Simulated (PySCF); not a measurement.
Some computed properties have been withheld. Give your best values.

Compound: C₄H₃FS.
SMILES: `FC1=CSC=C1`

| property | level | value |
| --- | --- | --- |
| point group of the GFN2-xTB geometry | GFN2-xTB | ? |
| rotational constants A, B, C of the GFN2-xTB geometry | GFN2-xTB | 7.289, 2.484, 1.852 GHz |
| dipole moment | PBE0/pcSseg-1 | ? |
| HOMO energy | PBE0/pcSseg-1 | ? |
| LUMO energy | PBE0/pcSseg-1 | ? |
| 13C chemical shifts (computed TMS as zero) by class | GIAO PBE0/pcSseg-1 | 168.0 (1 C), 133.2 (1 C), 122.3 (1 C), 112.1 (1 C) ppm |
| 1H chemical shifts (computed TMS as zero) by class | GIAO PBE0/pcSseg-1 | 7.09 (1 H), 7.01 (1 H), 6.66 (1 H) ppm |
| isotropic shieldings of nuclei other than C and H, by class | GIAO PBE0/pcSseg-1 | 308 (1 F), 322 (1 S) ppm |

Electronic properties: PySCF, gas phase, density fitting.

**Question.** What is the LUMO energy?

**Answer.** -0.64 eV.

**Question.** What is the dipole moment?

**Answer.** 1.25 D.

**Question.** The point group of the GFN2-xTB geometry?

**Answer.** Cs.

**Question.** Give the HOMO energy.

**Answer.** -7.07 eV.

In atomic units the dipole is 0.49 e·bohr (1 au = 2.5417 D). With B = h/(8π²I), that is 505.379 GHz u Å² over I, the principal moments of inertia are 69.3, 203.5 and 272.8 u Å² (most abundant isotopes); the inertial defect Ic − Ia − Ib is 0.0 u Å² (zero for a rigid planar frame, negative otherwise). The rotational constants make it an asymmetric top with κ = (2B − A − C)/(A − C) = -0.77, nearer the prolate limit (−1).
